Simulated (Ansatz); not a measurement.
We consider double-hcp La, described by LDA (plane waves, PAW; Ansatz, a quantum-chemistry and plane-wave program).

Numerical settings: plane-wave cutoff 500 eV, 24×24×6 k mesh (along the axes of the cell as run), Fermi–Dirac smearing 0.1 eV, scalar-relativistic PAW data made under PBE.

Computed at the level's own relaxed cell.

Q: What does this level give for the equilibrium volume per atom, equilibrium lattice constant a and c axis length?

A: 
* **equilibrium volume per atom**: 32.31 Å³/atom
* **equilibrium lattice constant a**: 3.595 Å
* **c axis length**: 11.544 Å

Measured, for comparison: lattice constant a 3.774 Å, lattice parameter c 12.171 Å (293 K, not corrected to a static lattice; as tabulated in Wikipedia's data pages). Computed (rounded) less measured: lattice constant a -4.7 %, lattice parameter c -5.2 %.

Spin–orbit coupling is not included.

Computing time: roughly 6 core-minutes.
